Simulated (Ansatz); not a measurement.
```yaml
crystal:
  periodic: [false, false, false]
  atoms:
    - {symbol: C, position_ang: [0.000000, 0.000000, -0.824092]}
    - {symbol: B, position_ang: [0.000000, 0.000000, 0.521558]}
    - {symbol: Cl, position_ang: [0.000000, 0.000000, 2.177950]}
    - {symbol: H, position_ang: [0.000000, 0.000000, -1.875416]}
basis:
  gaussian: {orbitals: def2-TZVP}
magnetization: {spin_polarized: true, initial_magnetization: 1}
hamiltonian: {xc: pbe0}
relax: {f_tol: 0.004, max_steps: 80}
```

```sh
$ ansatz run in.yaml --threads 1 --pin off --events-out ev --progress --plain --max-ram 2176MiB
```

Steps of the relaxation (energy above the last step; positions in Å, forces in eV/Å):

```
4
step 1, 17.2 meV
C     0.000    0.000   -0.824    0.000    0.000    0.518
B     0.000    0.000    0.522    0.000    0.000   -0.673
Cl    0.000    0.000    2.178    0.000    0.000    0.851
H     0.000    0.000   -1.875    0.000    0.000   -0.697
```

```
4
step 2, 3.7 meV
C     0.000    0.000   -0.825    0.000    0.000    0.127
B     0.000    0.000    0.523    0.000    0.000   -0.440
Cl    0.000    0.000    2.191    0.000    0.000    0.461
H     0.000    0.000   -1.890    0.000    0.000   -0.147
```

```
4
step 3, 12.1 meV
C     0.000    0.000   -0.821    0.000    0.000   -1.158
B     0.000    0.000    0.508    0.000    0.000    1.426
Cl    0.000    0.000    2.201    0.000    0.000   -0.256
H     0.000    0.000   -1.889    0.000    0.000   -0.012
```

```
4
step 5, 0.0 meV
C     0.000    0.000   -0.828    0.000    0.000    0.000
B     0.000    0.000    0.520    0.000    0.000   -0.001
Cl    0.000    0.000    2.203    0.000    0.000    0.003
H     0.000    0.000   -1.896    0.000    0.000   -0.002
```

Close pairs at the end: C1–H4 1.068 Å, C1–B2 1.348 Å, B2–Cl3 1.683 Å.

A stationary point of unrestricted PBE0 after 5 steps, with ⟨S²⟩ = 0.754 against 0.75 for a pure state; no frequencies were run, so it isn't proven a minimum. 18 s on 1 thread of Arm Neoverse V2, shared host.
